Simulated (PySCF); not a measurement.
Calculation: PBE-D3(BJ)/def2-TZVP // B3LYP-D3(BJ)/def2-TZVP (PySCF 2.14.0). Gas-phase values, no solvent. 

Reference species (SMILES): `S` (neutral, multiplicity 1).

```yaml
HOMO: -6.19 eV
HOMO–LUMO gap: 5.76 eV
LUMO: -0.43 eV
```

After one change: the HOMO rises by 0.13 eV; the HOMO–LUMO gap falls by 0.69 eV; the LUMO drops by 0.56 eV.

Task: Name the change that produced these shifts. The new species is one of these.
(A) `CS(=O)(=O)S` (O–S–S–H torsion 30°)
(B) `CCS` (C–C–S–H torsion 62°)
(C) `[SH][GeH3]`
(D) `S=CS` (S–C–S–H torsion 180°)

Result: C, `[SH][GeH3]`
